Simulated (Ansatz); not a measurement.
Species: C3H10N, charge 1, multiplicity 1. It need not be the lowest isomer of its formula. 
Structure (B3LYP-D3(BJ)/def2-TZVP (Ansatz, a first-principles code) minimum search):
SMILES: C[NH+](C)C
```xyz
14

N     -0.0006     0.0010     0.3402
C     -0.0008     1.4328    -0.1074
C      1.2418    -0.7160    -0.0989
C     -1.2404    -0.7177    -0.1036
H      0.0012     1.4506    -1.1944
H      0.8901     1.9222     0.2774
H     -0.8938     1.9210     0.2740
H      1.2619    -0.7295    -1.1858
H      1.2182    -1.7312     0.2884
H      2.1090    -0.1857     0.2856
H     -1.2565    -0.7313    -1.1905
H     -2.1098    -0.1887     0.2778
H     -1.2168    -1.7329     0.2838
H     -0.0025     0.0039     1.3618
```
Charge +1, spin multiplicity 1.

Total electronic energies in hartree. Valence correlation only, unless marked. No spin-orbit coupling. Non-relativistic. CBS(X,Y): correlation extrapolated as X^-3; Hartree-Fock from the larger set. The bracket is a focal-point correction in the basis named.

```csv
level,program,energy (Eh)
BLYP/def2-TZVPD,Ansatz,-174.80814
revPBE/def2-TZVPD,Ansatz,-174.85027
r2SCAN0/def2-TZVPD,Ansatz,-174.78204
CAM-B3LYP-D4/def2-TZVPD,Ansatz + dftd4,-174.81584
B2GP-PLYP-D3(BJ)/def2-TZVPD,Ansatz + dftd3,-174.70814
B2PLYP-D3(BJ)/def2-TZVPD,Ansatz + dftd3,-174.74482
B2PLYP-D4/def2-TZVPD,Ansatz + dftd4,-174.74286
CCSD(T)/6-31G*,Ansatz,-174.27489
"RI-MP2/CBS(cc-pVTZ,cc-pVQZ)+[CCSD(T)-MP2]/cc-pVDZ",Ansatz,-174.6308
```

Totals of different functionals don't rank their quality; only differences between species are comparable.
